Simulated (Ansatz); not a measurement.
# P2W: computed properties

Computed with DFT r2SCAN, scalar-relativistic, plane waves, PAW (Ansatz).

Settings: cutoff 500 eV, Γ-centred mesh 12×12×8 on the computed 6-atom cell, Gaussian smearing of 0.10 eV; no spin polarisation.

The structure is relaxed at this level of theory with its symmetry kept. Whether it is the stable form of this composition wasn't checked.

It takes space group Cmc2_1 (No. 36, orthorhombic). Conventional cell: a = 3.183 Å, b = 11.170 Å, c = 4.991 Å, α = 90.00°, β = 90.00°, γ = 90.00°. P (site symmetry m) is surrounded by 1 P at 2.16 Å. Around P (site symmetry m) lie 1 P at 2.16 Å. W (site symmetry m) is surrounded by 7 P at 2.48 to 2.51 Å.

```
Volume per atom                                                   : 14.79 Å³
Formation energy from the elements' standard states (uncorrected) : -0.406 eV/atom
Generalised Kohn–Sham band gap                                    : none (metal)
Density of states at the Fermi level                              : 1.06 states/eV per cell
Löwdin character within 0.5 eV of the Fermi level                 : W 5d 69 %, P 3p 21 %, unprojected 5 %
Bulk modulus                                                      : 196 GPa
Its pressure derivative                                           : 4.0
Bader charges (e)                                                 : P (2 in the cell) -0.58, P (2 in the cell) -0.43, W (2 in the cell) 1.02
```

Spin-orbit coupling is left out, which matters for the bands of heavy elements.